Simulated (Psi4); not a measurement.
**[NH3]+ (SMILES [NH3+]) at U-wB97X-V/cc-pVTZ**

What is the energy change on altering one bond length of [NH3]+ at U-wB97X-V/cc-pVTZ? 

The calculation is run with Psi4 1.11.

1 further run of the same task is left out (set aside as unsound or not needed).

## (1) The structure to begin with

[NH3]+: 4 atoms, total charge +1, spin state doublet. SMILES: `[NH3+]`. The coordinates come from a GFN2-xTB relaxation.

Bond lengths: N1–H2 1.028 Å, N1–H3 1.028 Å, N1–H4 1.028 Å. Angles: H2–N1–H3 120.0°, H2–N1–H4 120.0°, H3–N1–H4 120.0°.

## (2) The energy at U-wB97X-V/cc-pVTZ

Input file input.json:

```json
{
  "schema_name": "qcschema_input",
  "schema_version": 1,
  "molecule": {
    "schema_name": "qcschema_molecule",
    "schema_version": 2,
    "symbols": ["N", "H", "H", "H"],
    "geometry": [0.00026456, -0.00154958, -0.00062361, 0.96508313, -0.45117211, 1.62384166, -1.88114677, -0.4526272, -0.1697163, 0.91579907, 0.90532999, -1.45350175],
    "molecular_charge": 1,
    "molecular_multiplicity": 2,
    "fix_symmetry": "c1",
    "fix_com": true,
    "fix_orientation": true
  },
  "driver": "energy",
  "model": {
    "method": "wb97x-v",
    "basis": "cc-pVTZ"
  },
  "keywords": {
    "reference": "uks",
    "puream": true,
    "e_convergence": 1e-09,
    "d_convergence": 1e-08,
    "scf_type": "pk",
    "dft_radial_points": 99,
    "dft_spherical_points": 590,
    "maxiter": 200
  }
}
```

Run with:

```bash
$ psi4 --qcschema input.json -n 1 --memory 1600MB
```

stdout:

```text
[...]
  Running in c1 symmetry.
[...]
  Nuclear repulsion =   11.704920463920402
[...]
  Multiplicity = 2
[...]
  Nalpha       = 5
  Nbeta        = 4
[...]
    Number of basis functions: 72
[...]
   @UKS iter   1:   -56.16522601161527   -1.36295e-01   2.87249e-03 ADIIS/DIIS
[...]
   @UKS iter   9:   -56.18802784567050   -4.46221e-12   3.68631e-09 DIIS
[...]
   @S^2 Observed:                7.532675109E-01
[...]
    Orbital Energies [Eh]
    ---------------------
    Alpha Occupied:
       1A    -14.851113     2A     -1.390714     3A     -0.983398
       4A     -0.983329     5A     -0.818486
    Alpha Virtual:
       6A     -0.152971     7A     -0.066809     8A     -0.066799
       9A      0.113719    10A      0.113791    11A      0.155271
      12A      0.224799    13A      0.325737    14A      0.325758
      15A      0.361627    16A      0.406607    17A      0.406689
      18A      0.680932    19A      0.819091    20A      0.819758
      21A      0.819925    22A      0.948368    23A      1.126537
      24A      1.126610    25A      1.135081    26A      1.135215
[...]
  @UKS Final Energy:   -56.18802784567050
   => Energetics <=
    Nuclear Repulsion Energy =             11.7049204639204021
    One-Electron Energy =                 -95.1550680196530152
    Two-Electron Energy =                  32.5205892325032977
    DFT Exchange-Correlation Energy =      -5.2969871120973711
    Empirical Dispersion Energy =           0.0000000000000000
    VV10 Nonlocal Energy =                  0.0385175896561899
    Total Energy =                        -56.1880278456704971
[...]
 Multipole Moments:
 ------------------------------------------------------------------------------------
     Multipole            Electronic (a.u.)      Nuclear  (a.u.)        Total (a.u.)
 ------------------------------------------------------------------------------------
 L = 1.  Multiply by 2.5417464519 to convert [e a0] to [Debye]
 Dipole X            :         -0.0016914            0.0015874           -0.0001040
 Dipole Y            :          0.0097088           -0.0093164            0.0003924
 Dipole Z            :          0.0039330           -0.0037417            0.0001913
 Magnitude           :                                                    0.0004488
[...]
```

The result, in JSON:

```text
{
 "driver": "energy",
 "model": {
  "method": "wb97x-v",
  "basis": "cc-pVTZ"
 },
 "success": true,
 "return_result": -56.1880278456705,
 "properties": {
  "calcinfo_nbasis": 72,
  "calcinfo_nmo": 72,
  "calcinfo_nalpha": 5,
  "calcinfo_nbeta": 4,
  "calcinfo_natom": 4,
  "nuclear_repulsion_energy": 11.704920463920402,
  "return_energy": -56.1880278456705,
  "scf_one_electron_energy": -95.15506801965302,
  "scf_two_electron_energy": 32.5205892325033,
  "scf_vv10_energy": 0.03851758965618989,
  "scf_xc_energy": -5.296987112097371,
  "scf_dipole_moment": [-0.00010404356188661867, 0.00039237644879716593, 0.00019131012718321197],
  "scf_total_energy": -56.1880278456705,
  "scf_iterations": 9
 }
}
```

Wall time 21 s (1 thread of Intel Xeon 6975P-C (Granite Rapids), shared host); peak memory 0.78 GiB.

## (3) The distorted shape

Input file input.json:

```json
{
 "schema_name": "qcschema_input",
 "schema_version": 1,
 "molecule": {
  "schema_name": "qcschema_molecule",
  "schema_version": 2,
  "symbols": ["N", "H", "H", "H"],
  "geometry": [-0.27441091, -0.27362856, 0.4352644, 0.69040766, -0.7232511, 2.05972967, -2.15582224, -0.72470619, 0.2661717, 0.91579907, 0.90532999, -1.45350175],
  "molecular_charge": 1,
  "molecular_multiplicity": 2,
  "fix_symmetry": "c1"
 },
 "driver": "energy",
 "model": {
  "method": "wb97x-v",
  "basis": "cc-pVTZ"
 },
 "keywords": {
  "reference": "uks",
  "puream": true,
  "e_convergence": 1e-09,
  "d_convergence": 1e-08,
  "scf_type": "pk",
  "dft_radial_points": 99,
  "dft_spherical_points": 590,
  "maxiter": 200
 }
}
```

Run with:

```bash
$ psi4 --qcschema input.json -n 1 --memory 1600MB
```

stdout:

```text
[...]
  Running in c1 symmetry.
[...]
  Nuclear repulsion =   10.794064613703990
[...]
  Multiplicity = 2
[...]
  Nalpha       = 5
  Nbeta        = 4
[...]
    Number of basis functions: 72
[...]
   @UKS iter   1:   -56.12178737025032   -2.28464e-01   2.77193e-03 DIIS/ADIIS
[...]
   @UKS iter  11:   -56.14601296758494   -1.17950e-12   1.87034e-09 DIIS
[...]
   @S^2 Observed:                7.553074322E-01
[...]
    Orbital Energies [Eh]
    ---------------------
    Alpha Occupied:
       1A    -14.846210     2A     -1.349704     3A     -0.964956
       4A     -0.900413     5A     -0.796692
    Alpha Virtual:
       6A     -0.213998     7A     -0.102092     8A     -0.055937
       9A      0.099574    10A      0.118152    11A      0.148240
      12A      0.231065    13A      0.311589    14A      0.335207
      15A      0.395835    16A      0.413584    17A      0.419723
      18A      0.621691    19A      0.721448    20A      0.776704
      21A      0.826501    22A      0.917024    23A      1.085748
      24A      1.091255    25A      1.094298    26A      1.154678
[...]
  @UKS Final Energy:   -56.14601296758494
   => Energetics <=
    Nuclear Repulsion Energy =             10.7940646137039895
    One-Electron Energy =                 -93.6144300739377400
    Two-Electron Energy =                  31.8627488007542752
    DFT Exchange-Correlation Energy =      -5.2268088214879223
    Empirical Dispersion Energy =           0.0000000000000000
    VV10 Nonlocal Energy =                  0.0384125133824518
    Total Energy =                        -56.1460129675849373
[...]
 Multipole Moments:
 ------------------------------------------------------------------------------------
     Multipole            Electronic (a.u.)      Nuclear  (a.u.)        Total (a.u.)
 ------------------------------------------------------------------------------------
 L = 1.  Multiply by 2.5417464519 to convert [e a0] to [Debye]
 Dipole X            :          0.0155563            0.1116594            0.1272157
 Dipole Y            :          0.0143544            0.1135534            0.1279078
 Dipole Z            :         -0.0248160           -0.1768619           -0.2016779
 Magnitude           :                                                    0.2705886
[...]
```

The result, in JSON:

```text
{
 "driver": "energy",
 "model": {
  "method": "wb97x-v",
  "basis": "cc-pVTZ"
 },
 "success": true,
 "return_result": -56.14601296758494,
 "properties": {
  "calcinfo_nbasis": 72,
  "calcinfo_nmo": 72,
  "calcinfo_nalpha": 5,
  "calcinfo_nbeta": 4,
  "calcinfo_natom": 4,
  "nuclear_repulsion_energy": 10.79406461370399,
  "return_energy": -56.14601296758494,
  "scf_one_electron_energy": -93.61443007393774,
  "scf_two_electron_energy": 31.862748800754275,
  "scf_vv10_energy": 0.03841251338245176,
  "scf_xc_energy": -5.226808821487922,
  "scf_dipole_moment": [0.12721566590077416, 0.12790781107430016, -0.20167792063068019],
  "scf_total_energy": -56.14601296758494,
  "scf_iterations": 11
 }
}
```

It took 25 s on 1 thread of Intel Xeon 6975P-C (Granite Rapids), shared host; peak memory 0.78 GiB.

## (4) Results

Level: U-wB97X-V/cc-pVTZ.

```
                                                         quantity         value
                                        first shape: total energy  -56.18803 Eh
                  first shape: HOMO energy (highest over α and β)     -22.27 eV
                   first shape: LUMO energy (lowest over α and β)     -10.47 eV
                                                first shape: ⟨S²⟩         0.753
                                    distorted shape: total energy  -56.14601 Eh
              distorted shape: HOMO energy (highest over α and β)     -21.68 eV
               distorted shape: LUMO energy (lowest over α and β)      -9.89 eV
                                            distorted shape: ⟨S²⟩         0.755
energy change with the N1–H4 bond stretched from 1.028 to 1.336 Å      1.143 eV
```

**Reading.** With the N1–H4 bond stretched from 1.028 to 1.336 Å the energy rises by 1.14 eV (26 kcal/mol). The first shape isn't relaxed at this level, so the change isn't measured from a minimum.
